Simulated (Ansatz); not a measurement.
# SiH₂F− (SMILES F[SiH2-]): one structure at several levels

One table from this session's results is given with a row withheld; the runs are named, their logs left out.

Method: single points in def2-TZVPPD; program: Ansatz 0.2.0, Gaussian basis.

Correlated methods freeze the cores.

**Where the work starts**

SMILES `F[SiH2-]`, 4 atoms, charge -1, spin multiplicity 1.

Atoms are counted from 1 here; the program's logs count them from 0.

Bond lengths: F1–Si2 1.774 Å, Si2–H3 1.556 Å, Si2–H4 1.552 Å. Angles: F1–Si2–H3 96.6°, F1–Si2–H4 97.2°, H3–Si2–H4 97.9°.

Coordinates:

```xyz
4
charge -1, multiplicity 1
F     1.2658    0.7238   -0.3854
Si   -0.1089   -0.3956   -0.4438
H    -1.2110    0.6572   -0.1293
H     0.0489   -0.9735    0.9878
```

The first run:

The input, run/in.yaml:

```yaml
crystal:
  periodic: [false, false, false]
  atoms:
    - {symbol: F, position_ang: [1.265800, 0.723800, -0.385400]}
    - {symbol: Si, position_ang: [-0.108900, -0.395600, -0.443800]}
    - {symbol: H, position_ang: [-1.211000, 0.657200, -0.129300]}
    - {symbol: H, position_ang: [0.048900, -0.973500, 0.987800]}
basis:
  gaussian: {orbitals: "def2-TZVPPD.json"}
total_charge: -1
correlation: {method: ccsd_t}
output: {forces: true}
```

The basis file named in the input lies beside it (Basis Set Exchange, JSON).

No record of the launch command was kept for these runs.

Among the steps run: CCSD(T)/def2-TZVPPD; PBE0-D4/def2-TZVPPD; wB97M-V/def2-TZVPPD; r2SCAN-D4/def2-TZVPPD; PBE-D4/def2-TZVPPD; BLYP-D4/def2-TZVPPD; r2SCAN0-D4/def2-TZVPPD.

One of the session's tables, all rows but one given; the rest of the session is left out.

```
    method  RMS force component (eV/Å)  angle to CCSD(T) forces (°)
   CCSD(T)                       0.450                    reference
   PBE0-D4                       0.478                          5.6
   wB97M-V                           ?                            ?
 r2SCAN-D4                       0.474                          6.0
    PBE-D4                       0.344                         27.1
   BLYP-D4                       0.285                         30.1
r2SCAN0-D4                       0.575                          3.3
```

Q: Estimate the row for wB97M-V from the others.

As computed: RMS force component (eV/Å): 0.424; angle to CCSD(T) forces (°): 3.5. In the column «RMS force component (eV/Å)» it lies between PBE-D4 (0.344) and CCSD(T) (0.450).

Limits of these values: The anion's highest level is positive in at least one run, so there the basis alone may hold the extra electron.
